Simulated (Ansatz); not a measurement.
# Al2NH5: functionals against CCSD(T) at one geometry

How do the functionals fare away from a minimum? The structure is a structure displaced at random from a GFN2-xTB minimum.

The runs use Ansatz 0.2.0, Gaussian basis; single points in def2-TZVPP.

Correlated methods freeze the cores.

## Step 1: Starting geometry

8 atoms, charge 0, spin multiplicity 1.

Atoms are counted from 1 here; the program's logs count them from 0.

Bond lengths: N1–Al2 1.872 Å, N1–H4 0.947 Å, N1–H5 1.228 Å, Al2–Al3 2.724 Å, Al2–H6 1.634 Å, Al3–H7 1.834 Å, Al3–H8 1.597 Å. Angles: Al2–N1–H4 131.2°, Al2–N1–H5 112.3°, H4–N1–H5 116.1°, N1–Al2–Al3 152.6°, N1–Al2–H6 123.9°, Al3–Al2–H6 83.5°, Al2–Al3–H7 96.7°, Al2–Al3–H8 143.9°, H7–Al3–H8 119.4°.

As a file:

```mol
Al2H5N
  3D, bonds by distance, orders not assigned

  8  7  0  0  0  0  0  0  0  0999 V2000
   -1.5519    1.2968   -1.1377 N   0  0
   -0.2016    0.4449   -0.1607 Al  0  0
    1.1202   -1.7714    0.7122 Al  0  0
   -2.2769    0.9469   -1.6373 H   0  0
   -1.3680    2.5080   -1.2281 H   0  0
    0.9898    1.2371    0.6282 H   0  0
    2.3393   -0.8931    1.7646 H   0  0
    1.1455   -3.3672    0.6483 H   0  0
  1  2  8  0
  1  4  8  0
  1  5  8  0
  2  3  8  0
  2  6  8  0
  3  7  8  0
  3  8  8  0
M  END
```

## Step 2: CCSD(T)/def2-TZVPP

run/in.yaml

```yaml
crystal:
  periodic: [false, false, false]
  atoms:
    - {symbol: N, position_ang: [-1.551900, 1.296800, -1.137700]}
    - {symbol: Al, position_ang: [-0.201600, 0.444900, -0.160700]}
    - {symbol: Al, position_ang: [1.120200, -1.771400, 0.712200]}
    - {symbol: H, position_ang: [-2.276900, 0.946900, -1.637300]}
    - {symbol: H, position_ang: [-1.368000, 2.508000, -1.228100]}
    - {symbol: H, position_ang: [0.989800, 1.237100, 0.628200]}
    - {symbol: H, position_ang: [2.339300, -0.893100, 1.764600]}
    - {symbol: H, position_ang: [1.145500, -3.367200, 0.648300]}
basis:
  gaussian: {orbitals: def2-TZVPP}
correlation: {method: ccsd_t}
output: {forces: true}
```

No record of the launch command was kept for these runs.

## Step 3: PBE0-D4/def2-TZVPP

run/in.yaml, as its differences from that of step 2:

```diff
@@ -13,3 +13,3 @@
   gaussian: {orbitals: def2-TZVPP}
-correlation: {method: ccsd_t}
-output: {forces: true}
+hamiltonian: {xc: pbe0, dispersion: d4}
+output: {forces: true, orbitals: {seedname: orbitals}}
```

## Step 4: wB97M-V/def2-TZVPP

run/in.yaml, as its differences from that of step 3:

```diff
@@ -13,3 +13,3 @@
   gaussian: {orbitals: def2-TZVPP}
-hamiltonian: {xc: pbe0, dispersion: d4}
-output: {forces: true, orbitals: {seedname: orbitals}}
+hamiltonian: {xc: {name: wB97M-V}}
+output: {forces: true}
```

## Step 5: r2SCAN-D4/def2-TZVPP

run/in.yaml, as its differences from that of step 4:

```diff
@@ -13,3 +13,3 @@
   gaussian: {orbitals: def2-TZVPP}
-hamiltonian: {xc: {name: wB97M-V}}
+hamiltonian: {xc: r2scan, dispersion: d4}
 output: {forces: true}
```

## Step 6: PBE-D4/def2-TZVPP

run/in.yaml, as its differences from that of step 5:

```diff
@@ -13,3 +13,3 @@
   gaussian: {orbitals: def2-TZVPP}
-hamiltonian: {xc: r2scan, dispersion: d4}
+hamiltonian: {xc: pbe, dispersion: d4}
 output: {forces: true}
```

## Step 7: SPW92/def2-TZVPP

run/in.yaml, as its differences from that of step 6:

```diff
@@ -13,3 +13,3 @@
   gaussian: {orbitals: def2-TZVPP}
-hamiltonian: {xc: pbe, dispersion: d4}
+hamiltonian: {xc: lda}
 output: {forces: true}
```

## Step 8: B97M-V/def2-TZVPP

run/in.yaml, as its differences from that of step 7:

```diff
@@ -13,3 +13,3 @@
   gaussian: {orbitals: def2-TZVPP}
-hamiltonian: {xc: lda}
+hamiltonian: {xc: {name: B97M-V}}
 output: {forces: true}
```

(Steps that only read results are left out.)

Q: Predict the outcome of this session. Wanted: energy less free atoms, CCSD(T)/def2-TZVPP; RMS force component; RMS force error; HOMO and LUMO, PBE0-D4; T1 diagnostic.

**Answer**, as computed:

| quantity | value |
| --- | --- |
| energy less free atoms, CCSD(T)/def2-TZVPP | -1947.3 kJ/mol |
| RMS force component | 2.074 to 2.138 eV/Å over the methods |
| RMS force error | PBE0-D4 0.068, wB97M-V 0.047, r2SCAN-D4 0.035, PBE-D4 0.134, SPW92 0.186, B97M-V 0.084 eV/Å |
| HOMO and LUMO, PBE0-D4 | -6.29 and -2.45 eV |
| T1 diagnostic | 0.014 |

Against CCSD(T) the functionals' energies less atoms differ by -310.3 to -22.9 kJ/mol, PBE-D4 by -63.7 kJ/mol. The reference is not at the basis limit: in triple zeta CCSD(T) underbinds, which counts against methods that bind more; the gaps are no ranking. For forces r2SCAN-D4 does best and SPW92 worst. Frozen-core CCSD(T) forces in triple zeta carry basis errors of their own, and this is one geometry, so small gaps rank nothing.
